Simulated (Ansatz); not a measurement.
A made-up structure of CH3AlF, doublet:

```csv
atom,x (Å),y (Å),z (Å)
F1,-0.8774,-1.1743,1.0084
C2,-0.0918,-0.7929,-0.0033
Al3,0.1367,0.7579,-0.0637
H4,0.3553,-1.4791,-0.7261
H5,1.0968,1.0783,-1.3238
H6,-0.6196,1.6101,1.1085
```

It is relaxed with PBE-D4/def2-SVP and then PBE0-D4/def2-TZVP (Ansatz 0.2.0). Atoms count as bonded within 1.22 times the sum of their covalent radii (H–H: 0.88 Å). The end point is not checked to be a true minimum.

Problem. Does its bonding change? (Judge from chemistry; the calculation decides.)

Solution. Computed: No: no bond forms or breaks.

Where it ends: The first stage lowers the energy by 2.45 eV in 7 steps. It ends as CH₃AlF ([F][CH][AlH2]):
F1  (-0.897, -1.517, 0.979)
C2  (-0.132, -0.972, 0.022)
Al3  (0.172, 0.934, -0.083)
H4  (0.253, -1.759, -0.631)
H5  (1.099, 1.423, -1.271)
H6  (-0.495, 1.891, 0.984)
(Å)

Labels in which every atom is bracketed show which atoms are joined, not bond orders.

For scale, one of the runs: PBE0-D4/def2-TZVP relaxation, 117 basis functions, launched by `ansatz run in.yaml --threads 2 --pin off --events-out ev --progress --plain --max-ram 4352MiB`. Hardware: 2 CPU threads of an Intel Xeon Platinum 8488C, shared host. Wall time about 12 s.
